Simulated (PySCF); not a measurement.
## Protonation sites of thietane

System: thietane, `C1CSC1` (C3H6S). Coordinates in Å; atoms count from 1 in this order:
```
C    -0.0762    0.4657   -0.5508
C     1.1681   -0.1371    0.1137
S     0.1543   -1.4443    0.9172
C    -1.0963   -0.2102    0.3745
H    -0.1155    1.5662   -0.5832
H    -0.1823    0.0885   -1.5785
H     1.9513   -0.5168   -0.5580
H     1.6302    0.5236    0.8640
H    -1.4168    0.4255    1.2148
H    -1.9860   -0.6435   -0.1045
```

Level of theory: ωB97X-D3(BJ)/def2-TZVP single points in PySCF, grid level 2; every species was optimised with PBE0-D3(BJ)/def2-SVP. Thermal corrections: PBE0-D3(BJ)/def2-SVP frequencies, unscaled, ideal gas at 298.15 K and 1 bar, quasi-RRHO entropy.

| site | product | PA / kJ/mol | GB / kJ/mol |
| --- | --- | --- | --- |
| S3 (sulfide sulfur) | `C1C[SH+]C1` | 846 | 814 |

PA is −ΔH and GB is −ΔG of B + H⁺ → BH⁺ in the gas phase. Sites whose products fell apart, merged with another or lost in a GFN2-xTB screen aren't listed.

In acetone the product from S3 is solvated 233 kJ/mol more strongly than the parent (electrostatics only).

In water the product from S3 is solvated 241 kJ/mol more strongly than the parent (electrostatics only).

Measured values (NIST Chemistry WebBook, evaluated or the median of agreeing entries): proton affinity (−ΔH) 835 kJ/mol (computed 846, difference 12); gas-phase basicity (−ΔG) 805 kJ/mol (computed 814, difference 9).

Differences come from unrounded values, so a last digit can differ from that of the printed terms.
